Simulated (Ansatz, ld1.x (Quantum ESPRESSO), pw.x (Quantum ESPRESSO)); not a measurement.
**lithium: does the TM potential hold in the solid?**

lithium (Li), norm-conserving Troullier–Martins (Kleinman–Bylander form), made with ld1.x (Quantum ESPRESSO) 7.5 (PBE, scalar-relativistic). Core [He], reference 2s1 2p0. Waves: 2s (bound): rc 2.35 bohr; 2p (bound, empty): rc 4.20 bohr; 3d channel at 0.15 Ry: rc 4.45 bohr. Local part: the d channel. Core correction: Bessel-smoothed model core, default radius (core density twice the valence density).

Crystal test: bcc Li in pw.x 7.5, no spin, 13³ k-points, Fermi–Dirac smearing 0.01 Ry, cutoffs 50/200 Ry. The reference is all-electron LAPW (Ansatz 0.2.0) with the same functional, mesh and smearing; V0 and B0 come from Birch–Murnaghan fits to the pressures at five volumes. Errors are pseudo minus all-electron; Δ is the rms difference of the E(V) curves that follow from these fits, minima aligned, over ±6 % about the mean V0. Mesh and smearing are coarse, so the numbers serve the comparison and aren't converged zero-temperature values; the lattice is a test structure that the element need not adopt.

All-electron: a0 = 3.436 Å (V0 = 20.29 Å³/atom), B0 = 13.8 GPa.

Q: How far does the potential miss the all-electron equation of state?

A: mean pressure error (GPa): -0.66. The pressure does not cross zero within the volumes sampled, so no fit is given. The largest radius (4.45 bohr) exceeds half the bond length (2.82 bohr), so the spheres overlap, which is one possible source of error among others. This is a poor potential for the solid.

```json
{"V (Å³/atom)": "19.352", "P all-electron (GPa)": "0.71", "P pseudo (GPa)": "-0.09"}
{"V (Å³/atom)": "19.862", "P all-electron (GPa)": "0.30", "P pseudo (GPa)": "-0.41"}
{"V (Å³/atom)": "20.371", "P all-electron (GPa)": "-0.05", "P pseudo (GPa)": "-0.71"}
{"V (Å³/atom)": "20.880", "P all-electron (GPa)": "-0.38", "P pseudo (GPa)": "-0.97"}
{"V (Å³/atom)": "21.390", "P all-electron (GPa)": "-0.67", "P pseudo (GPa)": "-1.21"}
```

Q: At the middle volume, how do free energy and pressure move when the wave cutoff is lowered (ecutrho kept at four times it)?

A:

```csv
cutoff (Ry),shift of F (meV/atom),shift of P (GPa)
22,+0.2,+0.00
30,+0.1,+0.01
40,+0.0,+0.00
```

The run at the middle volume (84 k-points, 4 iterations) took about 2.8 s on one core of a shared host (Intel(R) Xeon(R) Platinum 8488C, 192 threads, 744 GiB, load 54).
